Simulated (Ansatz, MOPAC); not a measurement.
# Rock-salt SrO, band gap

Reference value: 5.63 eV (measured, zero-point renormalisation of 326 meV (computed, non-adiabatic AHC, without the lattice-expansion part) added back here to the 80 K gap 5.3 eV; inputs from Miglio et al. (2020), arXiv:2011.12765).

```
level (code)                                  value (eV)  cell (Å³/atom)  error (eV)
---------------------------------------  ---------------  --------------  ----------
PM7 semi-empirical Hartree-Fock (MOPAC)             7.82           12.39       +2.19
LDA+SOC (Ansatz)                         3.14 (indirect)           17.17       -2.49
BLYP (Ansatz)                                       3.46           17.17       -2.17
PBE-D4 (Ansatz)                                     3.32           17.19       -2.31
```

Leaving aside PM7 semi-empirical Hartree-Fock (MOPAC) (doubt noted below): All these levels miss by at least 2.17 eV, so none is called best. Every ranked level misses the reference by more than 0.3 eV. Even the nearest is off by 2.17 eV.

Semilocal Kohn–Sham gaps run low as a rule, and all computed gaps are for a static lattice, while measured ones hold electron–phonon shifts unless said otherwise. Levels without +SOC have no spin–orbit coupling; where heavier elements are present it shifts gaps, mostly down, and can invert bands.  PM7 semi-empirical Hartree-Fock (MOPAC), PBE-D4: the gap is read on the k mesh or supercell of the run alone and can be too large. PM7 semi-empirical Hartree-Fock (MOPAC): the cell moved over 20 % in volume from its start. PM7 semi-empirical Hartree-Fock (MOPAC): the method was fitted mainly to molecules. PM7 semi-empirical Hartree-Fock (MOPAC): gaps of these semi-empirical methods are Hartree–Fock-like level differences, and their formation enthalpies are fitted 298 K values. Values are at the level's own relaxed cell; LDA+SOC at the measured cell; BLYP at the measured cell. Cutoffs and k meshes differ between the levels. Ansatz's density-functional and Hartree–Fock values are scalar-relativistic unless marked +SOC, with PAW data made under PBE.

Differences are worked out from the printed values.

Ansatz is a first-principles code.
